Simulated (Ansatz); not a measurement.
in.yaml

```yaml
crystal:
  periodic: [false, false, false]
  atoms:
    - {symbol: Al, position_ang: [0.000000, 0.000000, 0.000000]}
    - {symbol: H, position_ang: [0.950024, 0.951316, 0.950557]}
    - {symbol: H, position_ang: [-0.953809, -0.947378, 0.950700]}
    - {symbol: H, position_ang: [-0.947451, 0.949943, -0.954490]}
    - {symbol: H, position_ang: [0.951236, -0.953882, -0.946767]}
basis:
  gaussian: {orbitals: aug-cc-pVDZ}
total_charge: -1
hamiltonian: {xc: {name: PBE}}
correlation: {method: rpa, electrons: outside_noble_gas}
```

```sh
$ ansatz run in.yaml --threads 1 --pin off --events-out ev --progress --plain --max-ram 4096MiB --backend cpu
```

Log:

```
605 factors; integrals over basis functions are off by at most 4.1e-4 eV
mean field evaluation 1: about -6657.2257 eV, gradient 1.4e1 eV
mean field evaluation 2: about -6657.2223 eV, gradient 1.4e1 eV
mean field evaluation 4: about -6658.1774 eV, gradient 5.6e-1 eV
mean field evaluation 8: about -6658.1791 eV, gradient 5.3e-5 eV
mean field -6658.17912579 eV, -244.6835697968 hartree, gradient 2.1e-6 eV, S^2 0.000000; 0 other end points of the search recorded, 0 dependent functions left out
5 core orbitals not correlated: weight in the atoms' cores, before any rotation towards them, 1.000 or more for the frozen orbitals, at most 0.000 for the correlated occupied ones
reference -6645.58552000 eV, -244.2207633203 hartree; 4, 4 occupied and 54, 54 virtual orbitals, 605 factors
Total energy: -6652.67237646 eV, -244.4812004915 hartree
```

Ran on 1 thread of AMD EPYC 7R13, shared host: 1.1 s wall, 0.18 GiB peak host memory.
